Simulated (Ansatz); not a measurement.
Ansatz (a first-principles code) input (RI-MP2/def2-TZVPPD):
A basis named .json is the Basis Set Exchange file of that set.

Ansatz 0.2 input:
```yaml
crystal:
  periodic: [false, false, false]
  atoms:
    - {symbol: C, position_ang: [-0.00000000, 0.00000000, -0.00000000]}
    - {symbol: H, position_ang: [0.62054657, 0.62688914, 0.63896175]}
    - {symbol: H, position_ang: [-0.64285838, -0.62489528, 0.61852983]}
    - {symbol: H, position_ang: [0.63693263, -0.63278043, -0.61664082]}
    - {symbol: H, position_ang: [-0.61462083, 0.63078657, -0.64085076]}
basis:
  gaussian:
    orbitals: def2-TZVPPD.json
    fitting: {mean_field: def2-universal-jkfit, correlation: def2-TZVPPD-RIFIT.json}
magnetization: {spin_polarized: true, initial_magnetization: 2}
correlation: {method: mp2, electrons: outside_noble_gas}
```

End of the output:

```
147 factors; integrals over basis functions are off by at most 9.2e-1 eV
248 factors; integrals over basis functions are off by at most 6.2e-1 eV
mean field: 0.13 GiB planned
mean field evaluation 1: about -1083.1214 eV, gradient 1.2e1 eV
mean field evaluation 2: about -1084.2176 eV, gradient 3.8e0 eV
mean field evaluation 4: about -1084.4247 eV, gradient 4.3e-1 eV
mean field evaluation 8: about -1084.4285 eV, gradient 1.9e-2 eV
mean field evaluation 16: about -1084.4285 eV, gradient 1.1e-5 eV
mean field evaluation 32: about -1082.7884 eV, gradient 1.4e1 eV
mean field evaluation 64: about -1084.4247 eV, gradient 2.1e0 eV
mean field -1084.57231931 eV, -39.8572975851 hartree, gradient 8.0e-7 eV, S^2 2.006107; 12 other end points of the search recorded, 0 dependent functions left out
1 core orbitals not correlated
reference -1084.57231931 eV, -39.8572975851 hartree; 5, 3 occupied and 99, 101 virtual orbitals, 248 factors
second order -4.66243591 eV of doubles, -0.00000000 eV of singles
Total energy: -1089.23475522 eV, -40.0286389445 hartree
```

This state (charge 0, triplet) is run at the relaxed geometry of the species with charge 0 and multiplicity 1, and is a spin state other than that species' own.
